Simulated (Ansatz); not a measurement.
Species, as SMILES: [C-]#[S+] (C-S).
Geometry (B3LYP-D3(BJ)/def2-TZVP, fixed):
```xyz
2

C      0.0000     0.0000    -1.1142
S      0.0000     0.0000     0.4178
```
Charge 0, spin multiplicity 1.

Basis-set convergence of the dipole moment at MP2 with Ansatz (a program for electronic structure). Dipoles come from the density behind the forces; the sign is taken along the dipole that this method gives in the largest set. The reference of a correlated method is not its basis-set limit, which lies further on. Cartesian d functions, on some or all atoms, in 6-311G**, 6-311+G**; all else is spherical. Cores are frozen. No added dispersion term, no relativity. Reference: the value in aug-pcseg-3, 2.289 D, itself unsure by roughly 0.011 D (its mean distance from aug-cc-pV(Q+d)Z, def2-QZVPPD). Deviations are taken from unrounded values.

```csv
basis,functions,dipole moment (D),minus reference (D)
6-31G,22,2.028,-0.260
pcseg-0,22,2.156,-0.133
cc-pV(D+d)Z,37,2.184,-0.104
6-311G**,45,2.341,0.052
def2-SVPD,47,2.323,0.034
aug-pcseg-1,50,2.285,-0.004
6-311+G**,53,2.371,0.082
aug-cc-pV(D+d)Z,55,2.279,-0.010
def2-TZVPPD,88,2.291,0.002
```
